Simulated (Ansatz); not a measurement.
Energy profile

The step: BH₂Cl ([BH2][Cl]) + NH₃ → BNH₄ ([BH2][NH2]) + HCl; bonds formed: Cl2–H5; dative contacts that become bonds: B1–N6; bonds broken: B1–Cl2, H5–N6 (atoms numbered as in the saddle structure below).

```xyz
8
angstrom
B -0.5518 -0.6107 0.0112
Cl 0.2433 0.4449 -2.0802
H -1.6998 -0.3102 -0.0522
H -0.1495 -1.7141 -0.1711
H 0.5813 0.6965 -0.6270
N 0.3740 0.3575 0.6586
H 1.2213 0.0074 1.0821
H -0.0188 1.1287 1.1787
```

Electronic energies by CCSD(T) at an estimated basis limit (MP2 extrapolated from triple and quadruple zeta, plus CCSD(T) − MP2 in triple zeta), on PBE0-D4/def2-TZVP structures; BNH5Cl, singlet; no counterpoise correction. Program: Ansatz 0.2.0. Basis: def2-TZVPP and def2-QZVPP. Cores are frozen in the correlated methods. Extrapolation: Hartree–Fock as exp(−7.88 √X), correlation as X^−2.97.

Give the profile in kcal/mol, counted from the separated reactants. (Judge from chemistry; the value comes from the calculation.)

The calculation gives:
```tsv
point	kcal/mol
separated: BH2Cl (linked as [BH2][Cl]; B1, Cl2, H3, H4; singlet) + NH3 (H5, N6, H7, H8; singlet)	0.00
start structure	-29.12
saddle	3.41
end structure	-14.10
separated: BNH4 (linked as [BH2][NH2]; B1, H3, H4, N6, H7, H8; singlet) + HCl (Cl2, H5; singlet)	-11.53
```

The T1 diagnostic stays at or below 0.013.

The step is the kind of exchange with an N–H group that builds nitride films in atomic layer and chemical vapour deposition.

For scale, one of the runs: CCSD(T)/def2-TZVPP, 174 basis functions, launched by `ansatz run in.yaml --threads 2 --pin off --events-out ev --progress --plain --max-ram 4352MiB`. Time: 12 s of wall clock on 2 CPU threads of an Intel Xeon 6975P-C; the host was shared. Peak host memory: 1.7 GiB.
